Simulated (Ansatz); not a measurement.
# SiH₄ (singlet): from Hartree-Fock to the top rungs at distance H1–H2 along a hydrogen transfer = 0.745 Å, 6-31G

How much of the correlation energy of SiH₄ (singlet) does each wave-function method recover here?

Program: Ansatz 0.2.0, Gaussian basis. Level of theory: 6-31G, core rule «outside noble gas», up to 5 orbitals frozen. These are calculated values, not measurements.

The runs, in order: UHF; CCSD(T) on RHF; CCSD(T) on UHF; BCCD(T) on RHF; CISD; CCSDT(Q) on RHF; CCSDT(Q) on UHF; CISDTQ; CCSDTQ on RHF; CCSDTQ on UHF; CASSCF and MRCISD+Q, 2 electrons in 2 orbitals; CASSCF and NEVPT2, 2 electrons in 2 orbitals; CASSCF and MRCISD+Q, 8 electrons in 8 orbitals; CASSCF and NEVPT2, 8 electrons in 8 orbitals.

14 further runs of the same task are left out: 4 that didn't finish, 10 set aside as unsound or not needed.

## 1. The geometry

The geometry derives from fragments relaxed apart (PBE0/def2-TZVP) and kept rigid, so it is no stationary point. A hydrogen atom is moved between rigid fragments.

5 atoms, charge 0, spin multiplicity 1.

Atoms are counted from 1 here; the program's logs count them from 0.

Bond lengths: H1–H2 0.745 Å, Si3–H4 1.526 Å, Si3–H5 1.526 Å. Angles: H4–Si3–H5 91.2°.

## 2. UHF

Contents of in.yaml:

```yaml
crystal:
  periodic: [false, false, false]
  atoms:
    - {symbol: H, position_ang: [-2.717925, 0.054876, 0.000000]}
    - {symbol: H, position_ang: [-1.972925, 0.054876, 0.000000]}
    - {symbol: Si, position_ang: [0.116075, 0.054876, 0.000000]}
    - {symbol: H, position_ang: [0.728255, -0.819409, 1.090012]}
    - {symbol: H, position_ang: [0.728255, -0.819409, -1.090012]}
basis:
  gaussian: {orbitals: 6-31G}
magnetization: {spin_polarized: true, initial_magnetization: 0}
hamiltonian: {xc: hf}
output: {orbitals: {seedname: orbitals}}
```

The run is started by

```
ansatz run in.yaml --threads 1 --pin off --events-out ev --progress --plain --max-ram 2393MiB
```

The runs that follow: CCSD(T) on RHF; CCSD(T) on UHF; BCCD(T) on RHF; CISD; CCSDT(Q) on RHF; CCSDT(Q) on UHF; CISDTQ; CCSDTQ on RHF; CCSDTQ on UHF; CASSCF and MRCISD+Q, 2 electrons in 2 orbitals; CASSCF and NEVPT2, 2 electrons in 2 orbitals; CASSCF and MRCISD+Q, 8 electrons in 8 orbitals; CASSCF and NEVPT2, 8 electrons in 8 orbitals.

Q: Predict the results of all the runs planned. Wanted: RCCSDTQ below the RHF energy; RMP2 from RCCSDTQ; RCCSD from RCCSDTQ; RCCSD(T) from RCCSDTQ; RCCSDT(Q) from RCCSDTQ; NEVPT2 pair from RCCSDTQ; MRCISD+Q pair from RCCSDTQ; NEVPT2 valence from RCCSDTQ; T1 diagnostic.

**Answer**, as computed:

| quantity | value |
| --- | --- |
| RCCSDTQ below the RHF energy | -2.5082 eV |
| RMP2 from RCCSDTQ | +767.6 meV |
| RCCSD from RCCSDTQ | +32.2 meV |
| RCCSD(T) from RCCSDTQ | +10.2 meV |
| RCCSDT(Q) from RCCSDTQ | +0.7 meV |
| NEVPT2 pair from RCCSDTQ | +666.2 meV |
| MRCISD+Q pair from RCCSDTQ | -21.8 meV |
| NEVPT2 valence from RCCSDTQ | +220.3 meV |
| levels within 1 kcal/mol (43 meV) | RCCSD, RCCSD(T), BCCD(T), RCCSDT, CISDTQ, RCCSDT(Q), MRCISD+Q pair, MRCISD valence, MRCISD+Q valence |
| T1 diagnostic | 0.010 |
| effectively unpaired electrons | 0.04 |

What this shows: RCCSD(T) misses by +10.2 meV, 0.4 % of the correlation energy. One determinant dominates. Of the multireference levels listed MRCISD+Q valence comes nearest in total energy (+14.1 meV), which doesn't show that its space is the better one. These misses are within one basis, not against nature.
